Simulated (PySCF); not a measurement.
CH₂Cl₂, SMILES ClCCl.

Geometry: PBE0-D3(BJ)/def2-TZVP.

Level of theory: SMD-B3LYP/6-31G* run with PySCF.

Solvation free energies are E(SMD) − E(gas) at the gas-phase geometry, for 1 M in both phases. In vacuum the dipole moment is 1.81 D.

Rank water, n-hexane, toluene by solvation free energy, most negative first.

toluene (-3.8 kcal/mol), n-hexane (-3.3 kcal/mol), water (-2.1 kcal/mol)
